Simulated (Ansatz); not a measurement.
Input file:

```yaml
crystal:
  periodic: [false, false, false]
  atoms:
    - {symbol: Al, position_ang: [0.000000, 0.000000, 1.730700]}
    - {symbol: O, position_ang: [0.000000, 0.000000, 0.035000]}
    - {symbol: Ga, position_ang: [0.000000, 0.000000, -1.765700]}
basis:
  gaussian: {orbitals: cc-pVTZ}
total_charge: 1
magnetization: {spin_polarized: true, initial_magnetization: 1}
hamiltonian: {xc: {name: r2SCAN}}
output: {forces: true}
```

```sh
$ ansatz run in.yaml --threads 2 --pin off --events-out ev --progress --plain --max-ram 24576MiB --backend cuda --devices 0, --max-vram 18GiB
```

The program prints:

```
803 factors; their error is unknown
mean field evaluation 1: about -60987.6262 eV, gradient 8.9e1 eV
mean field evaluation 2: about -60756.4412 eV, gradient 1.5e2 eV
mean field evaluation 4: about -61010.6004 eV, gradient 2.9e1 eV
mean field evaluation 8: about -61015.9220 eV, gradient 5.9e-1 eV
mean field evaluation 16: about -61015.9077 eV, gradient 1.4e-3 eV
mean field evaluation 32: about -61015.3075 eV, gradient 3.3e0 eV
mean field -61015.90765277 eV, -2242.2932481716 hartree, gradient 1.1e-5 eV, S^2 0.757670; 1 other end points of the search recorded, 0 dependent functions left out
the calculation of the forces begins
reference -61015.90767154 eV, -2242.2932488615 hartree; 26, 25 occupied and 81, 82 virtual orbitals, 803 factors
Total energy: -61015.90767154 eV, -2242.2932488615 hartree
Atom 0 at     0.000000     0.000000     1.730700 Å, force     0.000000     0.000000    -0.543461 eV/Å
Atom 1 at     0.000000     0.000000     0.035000 Å, force    -0.000000    -0.000000     1.218785 eV/Å
Atom 2 at     0.000000     0.000000    -1.765700 Å, force     0.000000    -0.000000    -0.675324 eV/Å
Dipole moment:     0.000000    -0.000000     1.094541 e Å
```

Forces (eV/Å):
```
Al   0.000  0.000 -0.543
O    0.000  0.000  1.219
Ga   0.000  0.000 -0.675
```

Ran on 2 threads of AMD EPYC 7R13 with a shared H100 80 GB, shared host: 3.8 s wall, 0.8 GiB peak host memory.
